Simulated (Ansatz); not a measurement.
# H4NOSi: the cost of one run

Method: UKS PBE-D4/def2-SVP, in Ansatz 0.2.0.

## (1) Starting point

Bond lengths: N1–Si2 1.651 Å, Si2–O3 1.630 Å, N1–H4 1.076 Å, N1–H5 1.066 Å, Si2–H6 1.459 Å, O3–H7 0.946 Å. Angles: N1–Si2–O3 98.1°, N1–Si2–H6 105.9°, O3–Si2–H6 109.1°, Si2–N1–H4 108.9°, Si2–N1–H5 110.5°, H4–N1–H5 103.7°, Si2–O3–H7 117.7°.

Coordinates:

```xyz
7

N    -0.6388    0.3456   -0.6055
Si    0.2197    0.2214    0.7987
O     1.5074   -0.5866    0.2115
H    -0.2082    1.1253   -1.2091
H    -1.6267    0.6945   -0.4085
H    -0.5499   -0.6694    1.6608
H     1.3578   -1.1988   -0.4936
```

## (2) End point A

File input.yaml:

```yaml
crystal:
  periodic: [false, false, false]
  atoms:
    - { symbol: "N", position_ang: [-0.6388, 0.3456, -0.6055] }
    - { symbol: Si, position_ang: [0.2197, 0.2214, 0.7987] }
    - { symbol: O, position_ang: [1.5074, -0.5866, 0.2115] }
    - { symbol: H, position_ang: [-0.2082, 1.1253, -1.2091] }
    - { symbol: H, position_ang: [-1.6267, 0.6945, -0.4085] }
    - { symbol: H, position_ang: [-0.5499, -0.6694, 1.6608] }
    - { symbol: H, position_ang: [1.3578, -1.1988, -0.4936] }
magnetization:
  spin_polarized: true
  initial_magnetization: 1
basis:
  gaussian: { orbitals: def2-SVP }
hamiltonian:
  xc: pbe
  dispersion: d4
relax:
  f_tol: 0.02
  max_steps: 50
```

Command:

```sh
$ ansatz run input.yaml --threads 2 --pin off --max-ram 3072MiB --backend cpu --events-out ev --progress --plain --runs-dir out
```

**Question.** How long does this run take on 2 threads of Arm Neoverse V2, shared host, and how much memory does it need?

About 11 s, with a peak of 0.14 GiB.
